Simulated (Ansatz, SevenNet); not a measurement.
For tetradymite Bi2Te3, the machine-learned potential SevenNet-0 (trained on PBE and PBE+U data) gives:

- lattice parameter a = 4.448 Å
- lattice parameter c = 32.124 Å
- formation enthalpy = -0.272 eV/atom

**Question.** What does r²SCAN-D4 (Ansatz, a quantum-chemistry and plane-wave program, plane waves, PAW) give for the same quantities?

**Answer.** 
- lattice constant a: 4.401 Å (decreases by 1.1 %)
- lattice parameter c: 31.609 Å (decreases by 1.6 %)
- formation enthalpy: -0.273 eV/atom (moves by -0.001 eV/atom)

For comparison: lattice constant a 4.386 Å (measured, temperature not stated, no zero-point or thermal correction; as tabulated in Luo et al. (2012), arXiv:1308.1523); lattice parameter c 30.497 Å (measured, temperature not stated, not corrected to a static lattice; as tabulated in Luo et al. (2012), arXiv:1308.1523); formation enthalpy -0.163 ± 0.004 eV/atom (measured, 298 K, copied from a table, unchecked, not corrected to a static lattice; as tabulated in Wang et al. (2021), doi:10.1038/s41598-021-94550-5).

Changes are worked out from the printed values.

Unless a cell is named, each level is at its own relaxed cell (SevenNet-0 36.69, r²SCAN-D4 35.35 Å³/atom).

Levels without +SOC leave out spin–orbit coupling, which shifts energies and cells of such heavy elements.

Ansatz's density-functional and Hartree–Fock values are scalar-relativistic unless marked +SOC, with PAW data made under PBE.
